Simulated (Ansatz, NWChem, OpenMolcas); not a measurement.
## How methods differ on LiH (SMILES [LiH])

The species is LiH (2 atoms), meant as a singlet with charge 0. As SMILES, `[LiH]`. The bond length is the measured one.

```xyz
2

Li    0.0000    0.0000    0.0000
H     0.0000    0.0000    1.5957
```

Quantity: the electronic atomisation energy, in eV. The values are calculated. Electronic energies at fixed atoms, without zero-point motion or spin-orbit coupling.

```
            level                    kind     program  value (eV)  less FCI/cc-pVTZ  CPU time (all runs)
      PBE/cc-pVTZ                     GGA      NWChem        2.31             -0.16                8.3 s
   revPBE/cc-pVTZ                     GGA      Ansatz        2.30             -0.17                1.3 s
   r2SCAN/cc-pVTZ                meta-GGA  OpenMolcas        2.40             -0.07                 11 s
     PBE0/cc-pVTZ           global hybrid  OpenMolcas        2.28             -0.19                9.2 s
CAM-B3LYP/cc-pVTZ  range-separated hybrid      NWChem        2.55             +0.08                 10 s
    wB97X/cc-pVTZ  range-separated hybrid      NWChem        2.50             +0.03                 15 s
 PBE-QIDH/cc-pVTZ           double hybrid      Ansatz        2.28             -0.19                1.6 s
      MP3/cc-pVTZ     perturbation theory      NWChem        2.40             -0.07                5.3 s
  BCCD(T)/cc-pVTZ   coupled cluster or CI      Ansatz        2.47              0.00               0.96 s
      FCI/cc-pVTZ      exact in the basis      Ansatz        2.47              0.00                1.8 s
```

FCI/cc-pVTZ is exact within its basis and frozen core, so for wave-function methods in that basis the difference is their error; functionals converge differently with the basis, so for them it is only a difference. The values span 2.28 to 2.55 eV. CPU times are rough (shared hosts, several kinds of processor): they show what a rung costs within a factor of a few.
